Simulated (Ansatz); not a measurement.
C$_{6}$H$_{14}$, SMILES `CC(C)C(C)C`: the same geometry under several functionals.

```yaml
crystal:
  periodic: [false, false, false]
  atoms:
    - {symbol: C, position_ang: [-0.857181, -1.681511, -0.726950]}
    - {symbol: C, position_ang: [0.238980, -0.836728, -0.092493]}
    - {symbol: C, position_ang: [1.241384, -0.389008, -1.148315]}
    - {symbol: C, position_ang: [-0.339482, 0.321496, 0.739708]}
    - {symbol: C, position_ang: [0.717673, 0.966290, 1.625392]}
    - {symbol: C, position_ang: [-1.048183, 1.379525, -0.095955]}
    - {symbol: H, position_ang: [-1.581312, -2.020792, 0.018843]}
    - {symbol: H, position_ang: [-1.402446, -1.122157, -1.492351]}
    - {symbol: H, position_ang: [-0.436133, -2.566121, -1.211702]}
    - {symbol: H, position_ang: [0.774835, -1.479690, 0.618678]}
    - {symbol: H, position_ang: [2.053897, 0.203446, -0.722230]}
    - {symbol: H, position_ang: [1.690533, -1.255754, -1.639785]}
    - {symbol: H, position_ang: [0.759443, 0.210529, -1.925466]}
    - {symbol: H, position_ang: [-1.088840, -0.130181, 1.403606]}
    - {symbol: H, position_ang: [1.473813, 1.488395, 1.032361]}
    - {symbol: H, position_ang: [0.267745, 1.702877, 2.296069]}
    - {symbol: H, position_ang: [1.230501, 0.221965, 2.240757]}
    - {symbol: H, position_ang: [-1.828571, 0.951998, -0.729154]}
    - {symbol: H, position_ang: [-1.521396, 2.122637, 0.550865]}
    - {symbol: H, position_ang: [-0.345282, 1.912785, -0.741897]}
basis:
  gaussian: {orbitals: def2-TZVPP}
hamiltonian: {xc: pbe, dispersion: d4}
output: {forces: true, orbitals: {seedname: orbitals}}
```

```sh
$ ansatz run in.yaml --threads 2 --pin off --events-out ev --progress --plain --max-ram 32768MiB --backend cuda --devices 0, --max-vram 18GiB
```

Shortened log:

```
Functional definition: PBE
1906 factors; their error is unknown
mean field evaluation 1: about -6418.1603 eV, gradient 1.0e2 eV
mean field evaluation 2: about -6357.9145 eV, gradient 1.8e2 eV
mean field evaluation 4: about -6443.5312 eV, gradient 1.6e1 eV
mean field evaluation 8: about -6444.0779 eV, gradient 2.7e-1 eV
mean field evaluation 16: about -6444.0201 eV, gradient 7.1e-4 eV
mean field -6444.02009052 eV, -236.8133704128 hartree, gradient 4.8e-5 eV, S^2 0.000000; 0 other end points of the search recorded, 0 dependent functions left out
reference -6444.02014371 eV, -236.8133723677 hartree; 25, 25 occupied and 357, 357 virtual orbitals, 1906 factors
Total energy: -6444.44974021 eV, -236.8291597479 hartree
Atom 0 at    -0.857181    -1.681511    -0.726950 Å, force    -0.016088    -0.034562    -0.003271 eV/Å
Atom 1 at     0.238980    -0.836728    -0.092493 Å, force     0.000574    -0.023093    -0.020821 eV/Å
Atom 2 at     1.241384    -0.389008    -1.148315 Å, force     0.035853    -0.000900    -0.009902 eV/Å
Atom 3 at    -0.339482     0.321496     0.739708 Å, force    -0.000059     0.025425     0.017924 eV/Å
Atom 4 at     0.717673     0.966290     1.625392 Å, force     0.010981     0.008870     0.035545 eV/Å
Atom 5 at    -1.048183     1.379525    -0.095955 Å, force    -0.033070     0.015123    -0.008001 eV/Å
Atom 6 at    -1.581312    -2.020792     0.018843 Å, force    -0.149092    -0.071873     0.140834 eV/Å
Atom 7 at    -1.402446    -1.122157    -1.492351 Å, force    -0.113272     0.105774    -0.151913 eV/Å
Atom 8 at    -0.436133    -2.566121    -1.211702 Å, force     0.071699    -0.177451    -0.099530 eV/Å
Atom 9 at     0.774835    -1.479690     0.618678 Å, force     0.109259    -0.128690     0.145669 eV/Å
Atom 10 at     2.053897     0.203446    -0.722230 Å, force     0.166761     0.120348     0.073748 eV/Å
Atom 11 at     1.690533    -1.255754    -1.639785 Å, force     0.092391    -0.162523    -0.102988 eV/Å
Atom 12 at     0.759443     0.210529    -1.925466 Å, force    -0.086188     0.118835    -0.156775 eV/Å
Atom 13 at    -1.088840    -0.130181     1.403606 Å, force    -0.152537    -0.093258     0.133128 eV/Å
Atom 14 at     1.473813     1.488395     1.032361 Å, force     0.154257     0.104105    -0.111703 eV/Å
Atom 15 at     0.267745     1.702877     2.296069 Å, force    -0.077401     0.148049     0.136423 eV/Å
Atom 16 at     1.230501     0.221965     2.240757 Å, force     0.107657    -0.140546     0.125973 eV/Å
Atom 17 at    -1.828571     0.951998    -0.729154 Å, force    -0.157809    -0.074340    -0.131579 eV/Å
Atom 18 at    -1.521396     2.122637     0.550865 Å, force    -0.094682     0.150988     0.117564 eV/Å
Atom 19 at    -0.345282     1.912785    -0.741897 Å, force     0.130765     0.109721    -0.130326 eV/Å
Dipole moment:    -0.003781    -0.019380     0.024346 e Å
```

Hardware: 2 threads of an AMD EPYC 7R13 on a shared host and a share of an NVIDIA H100 80 GB. Wall time 6 s, peak host memory 0.9 GiB.

The same input with `hamiltonian: {xc: {name: BHLYP}, dispersion: d4}` and no forces (abridged; 5 s):

```
Functional definition: BHLYP
mean field evaluation 16: about -6449.2985 eV, gradient 5.6e-5 eV
mean field -6449.29852610 eV, -237.0073493428 hartree, gradient 5.6e-5 eV, S^2 0.000000
Total energy: -6449.76057958 eV, -237.0243294949 hartree
```

Changing it to `hamiltonian: {xc: {name: PBE-QIDH}}` and no forces (abridged; 6.5 s):

```
Functional definition: PBE-QIDH
mean field evaluation 16: about -6433.8349 eV, gradient 2.0e-5 eV
mean field -6433.83488453 eV, -236.4390709966 hartree, gradient 4.8e-6 eV, S^2 0.000000
6 core orbitals not correlated: weight in the atoms' cores, before any rotation towards them, 1.000 or more for the frozen orbitals, at most 0.000 for the correlated occupied ones
second order -32.78111412 eV of doubles, -0.00000000 eV of singles
Total energy: -6444.76193807 eV, -236.8406328074 hartree
```

The same input with `hamiltonian: {xc: {name: r2SCANh}, dispersion: d4}` and no forces (abridged; 4.1 s):

```
Functional definition: r2SCANh
mean field evaluation 16: about -6449.2110 eV, gradient 6.5e-5 eV
mean field -6449.21103300 eV, -237.0041340305 hartree, gradient 6.8e-6 eV, S^2 0.000000
Total energy: -6449.33244286 eV, -237.0085957607 hartree
```

Changing it to `hamiltonian: {xc: hse06, dispersion: d4}` and no forces (abridged; 3.5 s):

```
Functional definition: HSE06
mean field evaluation 16: about -6445.0171 eV, gradient 3.3e-5 eV
mean field -6445.01709792 eV, -236.8500097591 hartree, gradient 3.3e-5 eV, S^2 0.000000
Total energy: -6445.35166955 eV, -236.8623050398 hartree
```

With the line `hamiltonian: {xc: r2scan, dispersion: d4}` (abridged; 6.5 s):

```
Functional definition: r2SCAN
mean field evaluation 16: about -6449.3785 eV, gradient 5.5e-4 eV
mean field -6449.37848055 eV, -237.0102876143 hartree, gradient 5.4e-5 eV, S^2 0.000000
Total energy: -6449.49561023 eV, -237.0145920507 hartree
Atom 0 force    -0.109760    -0.088680    -0.070501 eV/Å
Atom 1 force     0.061700    -0.083150     0.061191 eV/Å
Atom 2 force     0.106920     0.043026    -0.102815 eV/Å
Atom 3 force    -0.083721    -0.030081     0.081080 eV/Å
Atom 4 force     0.106446     0.072215     0.091188 eV/Å
Atom 5 force    -0.078113     0.104612    -0.082682 eV/Å
Atom 6 force     0.005695     0.004605    -0.010799 eV/Å
Atom 7 force     0.014241    -0.007703     0.009086 eV/Å
Atom 8 force    -0.006628     0.012066     0.004578 eV/Å
Atom 9 force     0.006585    -0.006657     0.010097 eV/Å
Atom 10 force    -0.010878    -0.006594    -0.010457 eV/Å
Atom 11 force    -0.009089     0.011954     0.005217 eV/Å
Atom 12 force    -0.000227    -0.010481     0.008705 eV/Å
Atom 13 force    -0.009260    -0.007106     0.007180 eV/Å
Atom 14 force    -0.016616    -0.004791     0.006624 eV/Å
Atom 15 force     0.007412    -0.008231    -0.009433 eV/Å
Atom 16 force    -0.002829     0.010149    -0.007757 eV/Å
Atom 17 force     0.011515     0.009926     0.006224 eV/Å
Atom 18 force     0.009583    -0.009157    -0.008654 eV/Å
Atom 19 force    -0.002977    -0.005922     0.011926 eV/Å
Dipole moment:    -0.003577    -0.018334     0.023032 e Å
```

HSE06 is the plane-wave form, built on full-range PBE exchange.
